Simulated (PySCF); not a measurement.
## Magnetic susceptibility: SMILES F, FH

Molfile (atoms numbered from 1):
```
FH
     RDKit          3D

  2  1  0  0  0  0  0  0  0  0999 V2000
    0.4437   -0.0818    0.0892 F   0  0  0  0  0  0  0  0  0  0  0  0
   -0.4409    0.0831   -0.1034 H   0  0  0  0  0  0  0  0  0  0  0  0
  1  2  1  0
M  END
```

Theory: GIAO B3LYP/pcSseg-3 magnetisability, rotational g tensor and spin-rotation constants, non-relativistic, gas phase (PySCF). Geometry: PBE0-D3(BJ)/def2-SVP.

Problem. How diamagnetic is it, and how anisotropic?

Solution. Isotropic -178 × 10⁻³⁰ J/T², or -10.7 × 10⁻⁶ cm³/mol; principal values -181, -181, -173 × 10⁻³⁰ J/T², anisotropy 9 × 10⁻³⁰ J/T² (root of half the summed squared differences of the principal values). The susceptibility is in cgs units.

Problem. Split it along the inertial axes a, b, c into diamagnetic and paramagnetic parts about the centre of mass, with the quadrupole moment.

Solution. 
```csv
axis,χ (10⁻⁶ cm³/mol),diamagnetic (10⁻⁶ cm³/mol),paramagnetic (10⁻⁶ cm³/mol),summed x² of all electrons (Å²),quadrupole Θ (D Å)
a,-10.4,-10.4,0.0,1.5,+2.27
b,-10.9,-11.7,0.8,1.2,-1.14
c,-10.9,-11.7,0.8,1.2,-1.14
```
Anisotropies 2χaa − χbb − χcc = +1.0 and 2χbb − χaa − χcc = -0.5 × 10⁻⁶ cm³/mol. Θ is traceless in Buckingham's convention.

Problem. And the rotational g tensor?

Solution. 
```
axis  rotational constant (GHz)        g  nuclear part  electronic part
   b                   623.6122  +0.7386        0.9731          -0.2345
   c                   623.6122  +0.7386        0.9731          -0.2345
```
Linear; isotopes 19F, 1H; no vibrational averaging.
